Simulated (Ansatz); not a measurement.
Boron trifluoride → `F[B]F`• + F• at 400 K and 1 bar (homolysis of the B–F bond).

Gas-phase electronic energies from Ansatz, PBE0-D4/def2-TZVP geometries. CBS: def2 TZ/QZ extrapolation, frozen cores. No spin–orbit coupling; open shells (•) take unrestricted orbitals. Spin–orbit coupling would lower the free atoms: a little for F.

| species | CCSD(T)/CBS energy (Eh) | H − E (kJ/mol) | S (J/(mol·K)) |
| --- | --- | --- | --- |
| `FB(F)F` | -324.35424 | 50.1 | 270.4 |
| `F[B]F`• | -224.40899 | 33.5 | 258.6 |
| F• | -99.66806 | 8.3 | 166.6 |

H − E and S are ideal-gas, rigid-rotor, harmonic terms from PBE0-D4/def2-TZVP, with the whole ground term of open shells counted as degenerate. 1 Eh = 2625.50 kJ/mol, R = 8.31446 J/(mol·K).

Task: By hand: ΔE, ΔH, ΔS and ΔG.

Result: ΔE = (-224.40899) + (-99.66806) − (-324.35424) = 0.27719 Eh = 727.8 kJ/mol. Δ(H − E) = 33.5 + 8.3 − 50.1 = -8.3, so ΔH = 719.5 kJ/mol. ΔS = 258.6 + 166.6 − 270.4 = 154.8 J/(mol·K). ΔG = 719.5 − 400 × (154.8)/1000 = 657.6 kJ/mol.

Task: By hand: the equilibrium constant, and the temperature at which ΔG would vanish if ΔH and ΔS stayed fixed.

Result: log₁₀ K = −ΔG/(RT ln 10) = -85.9. ΔG = 0 at ΔH/ΔS = 4648 K, far beyond where these terms or the molecules hold.

The number of gas molecules changes by +1, which sets the sign of ΔS. A doubt of 5 kJ/mol in ΔE shifts log₁₀ K by 0.7 here. These are equilibria of isolated gas molecules and say nothing of rates. Largest T1 diagnostic: 0.015 (customary marks: 0.02 for closed shells, 0.045 for open ones).
